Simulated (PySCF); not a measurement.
Bond stretch in SMILES O, singlet. The O1–H3 bond (O1 also carries H; H3 carries nothing else) is pulled apart rigidly from the PBE0/def2-TZVP optimised geometry.

Computed with: RCCSD(T) = CCSD(T) on RHF/cc-pVDZ, 1 core orbital frozen run with PySCF; NEVPT2 = PySCF with SC-NEVPT2 on CASSCF(2,2)/cc-pVDZ, all electrons correlated; RMP2 = MP2 on RHF/cc-pVDZ, 1 core orbital frozen in PySCF.

Energies are in kJ/mol, each relative to the lowest point of its own curve near equilibrium.

| R / Å | RCCSD(T) | NEVPT2 | RMP2 |
|---|---|---|---|
| 0.77 | 157.9 | 161.0 | 157.1 |
| 0.82 | 76.2 | 78.5 | 75.5 |
| 0.86 | 35.9 | 37.6 | 35.4 |
| 0.90 | 12.3 | 13.3 | 12.0 |
| 0.94 | 1.6 | 1.9 | 1.4 |
| 0.96 | 0.0 | 0.0 | 0.0 |
| 1.00 | 2.9 | 2.3 | 3.3 |
| 1.02 | 6.9 | 6.0 | 7.4 |
| 1.06 | 18.8 | 17.5 | 19.8 |
| 1.11 | 39.2 | 37.5 | 41.0 |
| 1.19 | 79.9 | 78.0 | 83.3 |
| 1.29 | 136.9 | 135.7 | 143.5 |
| 1.45 | 226.6 | 227.9 | 241.3 |
| 1.56 | 281.0 | 284.3 | 303.9 |
| 1.73 | 348.9 | 354.9 | 388.6 |
| 1.92 | 401.4 | 410.0 | 464.7 |
| 2.11 | 432.7 | 444.6 | 521.8 |
| 2.36 | 450.9 | 469.3 | 570.6 |
| 2.57 | 454.2 | 479.7 | 591.2 |
| 2.85 | 451.3 | 486.2 | 594.4 |
| 3.37 | 441.2 | 490.1 | 543.5 |

At the longest distance, 3.37 Å, RMP2 lies highest above its minimum (543.5 kJ/mol) and RCCSD(T) lowest (441.2 kJ/mol).

The RCCSD(T) curve passes through a maximum at 2.57 Å and then falls by 13.0 kJ/mol up to the last usable point.

The RMP2 curve passes through a maximum at 2.85 Å and then falls by 50.9 kJ/mol up to the last usable point.

The restricted form behind RMP2 keeps the bonding electrons paired and can't separate into open-shell fragments.
